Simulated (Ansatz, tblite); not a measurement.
# GaH3: charged states by level of theory, part 1 of 2

Aim: the energy of removing an electron for GaH3, by energy differences, and how well orbital energies stand in for it.

Method: as each input shows; program: Ansatz 0.2.0, Gaussian basis.

Plan: charge +1 doublet, at the geometry of the singlet (PBE0-D4/def2-TZVP, PBE-D4/def2-TZVP, r2SCAN-D4/def2-TZVP, CCSD(T)/def2-TZVPP); charge +1 doublet, relaxed (PBE0-D4/def2-TZVP, PBE-D4/def2-TZVP); the starting singlet's energies come from earlier runs.

## 1. The structure

The geometry is that of the singlet, from an earlier relaxation (r2SCAN-D4/def2-TZVP).

4 atoms, charge 0, spin multiplicity 1.

Atoms are counted from 1 here; the program's logs count them from 0.

Bond lengths: Ga1–H2 1.562 Å, Ga1–H3 1.562 Å, Ga1–H4 1.562 Å. Angles: H2–Ga1–H3 120.0°, H2–Ga1–H4 120.0°, H3–Ga1–H4 120.0°.

## 2. Charge +1 doublet at the fixed geometry, PBE0-D4/def2-TZVP

The input, in.yaml:

```yaml
crystal:
  periodic: [false, false, false]
  atoms:
    - {symbol: Ga, position_ang: [-0.000002, -0.000023, -0.000969]}
    - {symbol: H, position_ang: [1.562029, -0.028916, 0.014083]}
    - {symbol: H, position_ang: [-0.755833, 1.367211, -0.017820]}
    - {symbol: H, position_ang: [-0.806195, -1.338272, 0.004706]}
basis:
  gaussian: {orbitals: def2-TZVP}
total_charge: 1
magnetization: {spin_polarized: true, initial_magnetization: 1}
hamiltonian: {xc: pbe0, dispersion: d4}
output: {orbitals: {seedname: orbitals}}
```

The run is started by

```
$ ansatz run in.yaml --threads 4 --pin off --events-out ev --progress --plain --max-ram 3916MiB
```

What it wrote:

```text
Functional definition: PBE0
  name "PBE0"
  cite "Adamo & Barone, J. Chem. Phys. 110, 6158 (1999) doi:10.1063/1.478522"
  cite "Perdew, Burke & Ernzerhof, Phys. Rev. Lett. 77, 3865 (1996) doi:10.1103/PhysRevLett.77.3865"
  parent pbe
  parameter a = 0.25
  parameter kappa = 0.804
  parameter beta = 0.06672455060314922
  exchange = (1 - a)*pbe_x(kappa = kappa, mu = beta*pi^2/3) + a*exact_x
  correlation = pbe_c(beta = beta)
545 factors; their error is unknown
mean field evaluation 1: about -52407.0642 eV, gradient 1.1e1 eV
mean field evaluation 2: about -52407.2753 eV, gradient 1.0e1 eV
mean field evaluation 4: about -52407.5919 eV, gradient 7.0e-1 eV
mean field evaluation 8: about -52407.7834 eV, gradient 7.6e-2 eV
mean field evaluation 16: about -52407.7835 eV, gradient 7.0e-4 eV
mean field evaluation 32: about -52407.7800 eV, gradient 3.8e-1 eV
mean field -52407.78346497 eV, -1925.9505190660 hartree, gradient 6.3e-6 eV, S^2 0.760331; 2 other end points of the search recorded, 0 dependent functions left out
reference -52407.78349219 eV, -1925.9505200666 hartree; 17, 16 occupied and 49, 50 virtual orbitals, 545 factors
Total energy: -52407.79951598 eV, -1925.9511089300 hartree
```

Wall time 1.7 s (4 threads of Arm Neoverse V2, shared host).

Report: HOMO -15.29 eV, LUMO -13.61 eV (over both spins); ⟨S²⟩ 0.760 (pure: 0.75).

## 3. Charge +1 doublet at the fixed geometry, PBE-D4/def2-TZVP

start.molden holds the orbitals of an earlier run on this state, given as this run's starting guess.

in.yaml, as its differences from that of step 2:

```diff
@@ -8,6 +8,7 @@
 basis:
-  gaussian: {orbitals: def2-TZVP}
+  gaussian: {orbitals: def2-TZVP, initial_orbitals: start.molden}
 total_charge: 1
 magnetization: {spin_polarized: true, initial_magnetization: 1}
-hamiltonian: {xc: pbe0, dispersion: d4}
+hamiltonian: {xc: pbe, dispersion: d4}
+scf: {omitted_lower_state_checks: [starts]}
 output: {orbitals: {seedname: orbitals}}
```

The command is unchanged.

What it wrote:

```text
Functional definition: PBE
  name "PBE"
  cite "Perdew, Burke & Ernzerhof, Phys. Rev. Lett. 77, 3865 (1996) doi:10.1103/PhysRevLett.77.3865"
  parent pbe
  parameter kappa = 0.804
  parameter beta = 0.06672455060314922
  exchange = pbe_x(kappa = kappa, mu = beta*pi^2/3)
  correlation = pbe_c(beta = beta)
these checks for a lower state are left out or cut short: starts
500 factors; their error is unknown
mean field evaluation 1: about -52406.7026 eV, gradient 5.5e0 eV
mean field evaluation 2: about -52406.7669 eV, gradient 9.0e-2 eV
mean field evaluation 4: about -52406.7539 eV, gradient 3.5e-4 eV
mean field evaluation 8: about -52406.7539 eV, gradient 1.8e-5 eV
mean field -52406.75388239 eV, -1925.9126826042 hartree, gradient 1.9e-5 eV, S^2 0.755436; 0 other end points of the search recorded, 0 dependent functions left out
reference -52406.75391886 eV, -1925.9126839443 hartree; 17, 16 occupied and 49, 50 virtual orbitals, 500 factors
Total energy: -52406.77339644 eV, -1925.9133997321 hartree
Checks for a lower state left out: starts
```

It took 0.5 s on 4 threads of Arm Neoverse V2, shared host.

HOMO -14.30 eV, LUMO -14.50 eV (over both spins; with the spin held, an empty level of the minority spin lies below the top filled one); ⟨S²⟩ 0.755 (pure: 0.75).

## 4. Charge +1 doublet at the fixed geometry, r2SCAN-D4/def2-TZVP

in.yaml, as its differences from that of step 3:

```diff
@@ -11,3 +11,3 @@
 magnetization: {spin_polarized: true, initial_magnetization: 1}
-hamiltonian: {xc: pbe, dispersion: d4}
+hamiltonian: {xc: r2scan, dispersion: d4}
 scf: {omitted_lower_state_checks: [starts]}
```

Same command.

What it wrote:

```text
Functional definition: r2SCAN
  name "r2SCAN"
  cite "Furness, Kaplan, Ning, Perdew & Sun, J. Phys. Chem. Lett. 11, 8208 (2020) doi:10.1021/acs.jpclett.0c02405"
  cite "Furness, Kaplan, Ning, Perdew & Sun, J. Phys. Chem. Lett. 11, 9248 (2020) doi:10.1021/acs.jpclett.0c03077"
  parent r2scan
  parameter k0 = 0.174
  parameter k1 = 0.065
  parameter a1 = 4.9479
  exchange = r2scan_x(k0 = k0, k1 = k1, a1 = a1)
  correlation = r2scan_c
these checks for a lower state are left out or cut short: starts
500 factors; their error is unknown
mean field evaluation 1: about -52414.4908 eV, gradient 3.7e0 eV
mean field evaluation 2: about -52414.5135 eV, gradient 4.1e-2 eV
mean field evaluation 4: about -52414.4974 eV, gradient 9.5e-5 eV
mean field evaluation 8: about -52414.4974 eV, gradient 2.6e-5 eV
mean field -52414.49744901 eV, -1926.1972534286 hartree, gradient 1.5e-5 eV, S^2 0.761808; 0 other end points of the search recorded, 0 dependent functions left out
reference -52414.49746255 eV, -1926.1972539262 hartree; 17, 16 occupied and 49, 50 virtual orbitals, 500 factors
Total energy: -52414.50160329 eV, -1926.1974060957 hartree
Checks for a lower state left out: starts
```

It took 1.9 s on 4 threads of Arm Neoverse V2, shared host.

From the report: HOMO -14.52 eV, LUMO -14.31 eV (over both spins); ⟨S²⟩ 0.762 (pure: 0.75).

## 5. Charge +1 doublet at the fixed geometry, CCSD(T)/def2-TZVPP

in.yaml, as its differences from that of step 4:

```diff
@@ -8,7 +8,7 @@
 basis:
-  gaussian: {orbitals: def2-TZVP, initial_orbitals: start.molden}
+  gaussian: {orbitals: def2-TZVPP, initial_orbitals: start.molden}
 total_charge: 1
 magnetization: {spin_polarized: true, initial_magnetization: 1}
-hamiltonian: {xc: r2scan, dispersion: d4}
-scf: {omitted_lower_state_checks: [starts]}
+correlation: {method: ccsd_t}
+scf: {omitted_lower_state_checks: [starts, cluster_reference]}
 output: {orbitals: {seedname: orbitals}}
```

Same command.

What it wrote:

```text
Functional definition: HF
  name "HF"
  cite "Fock, Z. Phys. 61, 126 (1930) doi:10.1007/BF01340294"
  parent pbe
  exchange = exact_x
  correlation = 0
these checks for a lower state are left out or cut short: starts, cluster_reference
544 factors; integrals over basis functions are off by at most 1.2e-3 eV
mean field evaluation 1: about -52369.7343 eV, gradient 1.7e1 eV
mean field evaluation 2: about -52370.2772 eV, gradient 7.3e-1 eV
mean field evaluation 4: about -52370.2891 eV, gradient 5.4e-2 eV
mean field evaluation 8: about -52370.3017 eV, gradient 7.1e-2 eV
mean field evaluation 16: about -52370.3026 eV, gradient 1.7e-6 eV
mean field -52370.30263298 eV, -1924.5731238959 hartree, gradient 1.8e-6 eV, S^2 0.837530; 0 other end points of the search recorded, 0 dependent functions left out
9 core orbitals not correlated: weight in the atoms' cores, before any rotation towards them, 1.000 or more for the frozen orbitals, at most 0.000 for the correlated occupied ones
reference -52370.30263298 eV, -1924.5731238959 hartree; 8, 7 occupied and 73, 74 virtual orbitals, 544 factors
second order -5.84915898 eV of doubles, -0.00000000 eV of singles
cycle   1  -5.74857786 eV  change    1.0e-1 eV  update   8.6e-2
cycle   2  -6.09818329 eV  change   -3.5e-1 eV  update   3.7e-2
cycle   3  -6.20414170 eV  change   -1.1e-1 eV  update   2.2e-2
cycle   4  -6.20934143 eV  change   -5.2e-3 eV  update   8.1e-3
cycle   5  -6.21638515 eV  change   -7.0e-3 eV  update   2.8e-3
cycle   6  -6.21769348 eV  change   -1.3e-3 eV  update   1.1e-3
cycle   7  -6.21755589 eV  change    1.4e-4 eV  update   3.5e-4
cycle   8  -6.21769467 eV  change   -1.4e-4 eV  update   1.5e-4
cycle   9  -6.21772503 eV  change   -3.0e-5 eV  update   5.3e-5
cycle  10  -6.21769370 eV  change    3.1e-5 eV  update   2.2e-5
cycle  11  -6.21770403 eV  change   -1.0e-5 eV  update   7.9e-6
perturbative correction -0.22364587 eV, -0.0082188342 hartree
Total energy: -52376.74398288 eV, -1924.8098391386 hartree
Checks for a lower state left out: starts, cluster_reference
```

It took 2.9 s on 4 threads of Arm Neoverse V2, shared host.

Report: Hartree-Fock HOMO -17.70 eV, LUMO -9.66 eV (over both spins); ⟨S²⟩ 0.838 (pure: 0.75); T1 0.021.

## 6. Vertical ionisation energy

Charged state less starting state, singlet to doublet; the starting state's energies are those of its earlier runs.

```csv
method,vertical ionisation energy (eV),from CCSD(T)/def2-TZVPP (eV),time
HF/def2-TZVPP,10.62,-0.76,
PBE-D4/def2-TZVP,10.99,-0.39,0.8 s
r2SCAN-D4/def2-TZVP,11.09,-0.29,2.5 s
PBE0-D4/def2-TZVP,11.17,-0.21,2 s
MP2/def2-TZVPP,11.41,+0.03,
CCSD/def2-TZVPP,11.38,0.00,
CCSD(T)/def2-TZVPP,11.38,0,3.7 s
```

Times add the two runs; a level without a time comes out of a correlated run.

Beside −ε(HOMO) of the starting state:

| level | −ε(HOMO) (eV) | by difference (eV) | mismatch (eV) |
| --- | --- | --- | --- |
| PBE-D4/def2-TZVP | 7.35 | 10.99 | -3.64 |
| r2SCAN-D4/def2-TZVP | 7.68 | 11.09 | -3.41 |
| PBE0-D4/def2-TZVP | 8.60 | 11.17 | -2.57 |

(Continued in part 2 of 2.)
